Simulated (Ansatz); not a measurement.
# (ZnO)2 ring (Zn2O2): geometry, orbitals and charge

Aim: characterise (ZnO)2 ring (Zn2O2) as a singlet: its structure, frontier levels and distribution of charge.

Computed with Ansatz 0.2.0, Gaussian basis. Level: RKS PBE0-D4/def2-TZVP.

Levels to be run: relaxation at r2SCAN-D4/def2-SVP; a search for the lowest solution at PBE0-D4/def2-SVP; a single point at PBE0-D4/def2-TZVP; harmonic vibrations at r2SCAN-D4/def2-SVP.

## 1. Starting geometry

4 atoms, charge 0, spin multiplicity 1.

Atoms are counted from 1 here; the program's logs count them from 0.

Bond lengths: Zn1–O2 1.825 Å, Zn1–O4 1.825 Å, O2–Zn3 1.824 Å, Zn3–O4 1.828 Å. Angles: O2–Zn1–O4 96.2°, Zn1–O2–Zn3 83.8°, O2–Zn3–O4 96.2°, Zn1–O4–Zn3 83.7°.

As a file:

```mol
O2Zn2
  3D, bonds by distance, orders not assigned

  4  4  0  0  0  0  0  0  0  0999 V2000
    0.7770    0.6766    0.6508 Zn  0  0
    0.1660    0.8305   -1.0618 O   0  0
   -0.7772   -0.6761   -0.6522 Zn  0  0
   -0.1658   -0.8309    1.0632 O   0  0
  1  2  8  0
  1  4  8  0
  2  3  8  0
  3  4  8  0
M  END
```

The start is a GFN2-xTB geometry.

## 2. Relaxation at r2SCAN-D4/def2-SVP

in.yaml

```yaml
crystal:
  periodic: [false, false, false]
  atoms:
    - {symbol: Zn, position_ang: [0.777040, 0.676580, 0.650830]}
    - {symbol: O, position_ang: [0.165990, 0.830460, -1.061840]}
    - {symbol: Zn, position_ang: [-0.777250, -0.676110, -0.652180]}
    - {symbol: O, position_ang: [-0.165780, -0.830930, 1.063190]}
basis:
  gaussian: {orbitals: def2-SVP}
hamiltonian: {xc: r2scan, dispersion: d4}
scf: {omitted_lower_state_checks: [starts]}
output: {orbitals: {seedname: orbitals}}
relax: {f_tol: 0.02, max_steps: 100}
```

Launch:

```
$ ansatz run in.yaml --threads 4 --pin off --events-out ev --progress --plain --max-ram 3916MiB
```

The runs that follow: Searching for the lowest solution, PBE0-D4/def2-SVP; Single point, PBE0-D4/def2-TZVP; Vibrations by finite differences.

Q: Predict the results of all the runs planned. Wanted: point group; commonest bond; HOMO, LUMO at PBE0-D4/def2-TZVP; dipole at r2SCAN-D4/def2-SVP; lowest, highest wavenumber.

The runs gave:

```
                       quantity                           value
                    point group                             D2h
                 commonest bond  O–Zn, 4 of mean length 1.877 Å
HOMO, LUMO at PBE0-D4/def2-TZVP                 -6.77, -3.43 eV
   dipole at r2SCAN-D4/def2-SVP                          0.00 D
     lowest, highest wavenumber                   209, 653 cm⁻¹
```

**Reading.** The molecule keeps its bonding pattern by the stored test; the atoms moved 0.10 Å (rms). All wavenumbers are real: a minimum at this level.
